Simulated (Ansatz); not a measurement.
Born–Oppenheimer molecular dynamics of CH$_{6}$BN (9 atoms, charge 0, multiplicity 1). It starts from a relaxed structure.

These are results of RKS BLYP-D4/def2-TZVP in Ansatz 0.2.0, not measurements.

* ensemble: NVE (velocity Verlet)
* time step: 0.5 fs
* steps asked: 150
* starting velocities drawn for: 300 K
* seed: 11678

First frame:

```xyz
9
Properties=species:S:1:pos:R:3
B 0.035 -0.153 -0.070
H 0.063 -0.473 1.089
N 1.269 -0.025 -0.724
H 2.161 -0.189 -0.270
H 1.358 0.239 -1.700
C -1.334 0.105 -0.810
H -1.969 -0.794 -0.773
H -1.912 0.891 -0.298
H -1.231 0.399 -1.865
```

(1) How far do the bonds stretch over the last three quarters of this one trajectory? (Pairs bonded in most of those frames.)

Answers

(1) 
```
 bond  mean (Å)  spread (Å)  shortest  longest
B1–H2     1.208       0.028      1.17     1.25
B1–N3     1.403       0.012      1.37     1.42
B1–C6     1.588       0.025      1.54     1.63
N3–H4     1.014       0.003      1.01     1.02
N3–H5     1.016       0.007      1.00     1.03
C6–H7     1.102       0.006      1.09     1.11
C6–H8     1.104       0.014      1.08     1.13
C6–H9     1.102       0.010      1.08     1.12
```

Mean temperature of the second half: 149 K. The conserved energy stayed within 0.08 meV per atom of its start (net change 0.061 meV per atom), so the integration is sound. Over the second half the temperature averaged 0.50 of the 300 K drawn at the start: a run that starts near a minimum puts about half its kinetic energy into the potential. A run of 0.075 ps of so small a system gives no equilibrium averages.

Time of the run: 2.1 min on 4 threads of Arm Neoverse V1, with other jobs on the host, peak memory 0.19 GiB.
